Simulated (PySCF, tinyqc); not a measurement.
Worked calculation: MP2 on RHF in the sto-6g basis, frozen core, for BH, spin multiplicity 1. The lowest restricted solution is unstable here: a spin-polarised one lies 0.0067 hartree lower (PySCF). One step of it, computed by the program tinyqc.

Task: Second-order Moller-Plesset energy. E2 = sum_ijab (ia|jb) [2 (ia|jb) - (ib|ja)] / (e_i + e_j - e_a - e_b) over occupied i, j and virtual a, b; the opposite-spin part is (ia|jb)^2 / denominator, the rest is same-spin, and SCS-MP2 scales them by 6/5 and 1/3.

orbital energies (hartree): MO1 -7.464779, MO2 -0.486090, MO3 -0.245413, MO4 0.253374, MO5 0.253374, MO6 0.434515

Two-electron integrals over orbitals (pq|rs), unique and non-zero (hartree); the lowest 1 orbital is frozen and left out:
```
p,q,r,s,(pq|rs)
2,2,2,2,0.486418
3,2,2,2,-0.029740
3,2,3,2,0.115125
3,3,2,2,0.437523
3,3,3,2,0.027696
3,3,3,3,0.489435
4,2,4,2,0.077978
4,3,4,2,0.043709
4,3,4,3,0.044042
4,4,2,2,0.466133
4,4,3,2,0.075064
4,4,3,3,0.453528
4,4,4,4,0.587109
5,2,5,2,0.077978
5,3,5,2,0.043709
5,3,5,3,0.044042
5,4,5,4,0.031641
5,5,2,2,0.466133
5,5,3,2,0.075064
5,5,3,3,0.453528
5,5,4,4,0.523827
5,5,5,5,0.587109
6,2,2,2,0.045914
6,2,3,2,0.035570
6,2,3,3,-0.010965
6,2,4,4,0.088670
6,2,5,5,0.088670
6,2,6,2,0.103040
6,3,2,2,0.004589
6,3,3,2,-0.103189
6,3,3,3,-0.036775
6,3,4,4,-0.081100
6,3,5,5,-0.081100
6,3,6,2,-0.061682
6,3,6,3,0.122635
6,4,4,2,0.030570
6,4,4,3,0.001196
6,4,6,4,0.027599
6,5,5,2,0.030570
6,5,5,3,0.001196
6,5,6,5,0.027599
6,6,2,2,0.499029
6,6,3,2,-0.059331
6,6,3,3,0.462307
6,6,4,4,0.447766
6,6,5,5,0.447766
6,6,6,2,0.015994
6,6,6,3,0.033399
6,6,6,6,0.552233
```

Hartree-Fock energy = -24.94521789 hartree

Give: Terms; Pair energies; MP2 correlation energy; SCS-MP2 correlation energy; MP2 total energy.

Result:

Terms:
```
i,j,a,b,(ia|jb),(ib|ja),denominator,term
3,3,6,6,0.123,0.123,-1.360,-0.011
2,2,6,6,0.103,0.103,-1.841,-0.006
2,2,5,5,0.078,0.078,-1.479,-4.11e-03
2,2,4,4,0.078,0.078,-1.479,-4.11e-03
2,3,6,6,-0.062,-0.062,-1.601,-2.38e-03
3,2,6,6,-0.062,-0.062,-1.601,-2.38e-03
3,3,4,4,0.044,0.044,-0.998,-1.94e-03
3,3,5,5,0.044,0.044,-0.998,-1.94e-03
2,3,5,5,0.044,0.044,-1.238,-1.54e-03
2,3,4,4,0.044,0.044,-1.238,-1.54e-03
3,2,5,5,0.044,0.044,-1.238,-1.54e-03
3,2,4,4,0.044,0.044,-1.238,-1.54e-03
```

Pair energies (hartree; pair i-j sums ij and ji):
```
pair,opposite spin,same spin
2-2,-0.014,0.000
3-2,-0.011,0.000
3-3,-0.015,0.000
```

MP2 correlation energy = -0.03986 hartree

SCS-MP2 correlation energy = -0.04784 hartree

MP2 total energy = -24.98508 hartree
